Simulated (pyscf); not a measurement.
A first-order saddle from PySCF, ωB97X-D3(BJ)/def2-SVP:

```xyz
5

Ge     0.9479     0.2518    -0.2405
H      1.2538     1.5431    -1.0436
H      0.6326     0.7694     1.1874
Cl    -1.4473    -0.0904    -1.0260
H     -0.1067    -0.8852    -0.9284
```

Surface: singlet, charge 0. Lowest wavenumbers (cm⁻¹): 1064i, 271, 493, 658, 671.

Problem. Name the species on either side of this saddle.

Solution. `[GeH2]` [singlet] + `[ClH]` ⇌ `[Cl][GeH3]`, an insertion read from left to right: Cl–H broken and Cl–Ge, Ge–H formed. At CCSD(T)/def2-TZVPP + ΔMP2(QZVPP) it lies +2.9 kcal/mol from the left side and +59.9 kcal/mol from the right (each side as separated species at their lowest minima found). On the reactant side the descent ends in a bound adduct, 9.1 kcal/mol under the separated species and 10.9 kcal/mol under the saddle at ωB97X-D3(BJ)/def2-TZVP. The same reactants have a lower exit, to Cl–GeH: [singlet] + H₂ (barrier -1.1 kcal/mol at ωB97M-D3(BJ)/def2-TZVP, against +4.8 kcal/mol here). This is the saddle that the search found; another between the same sides may lie lower. The CCSD(T) − MP2 part came from Ansatz, without density fitting, on the same reference. The frozen core leaves the outer d or s,p core shells of the metals and heavy elements correlated in the MP2 and CC values, and def2-TZVPP describes them poorly, which can shift differences by a few kcal/mol. Elements up to Kr have no core potential and no relativistic terms here.
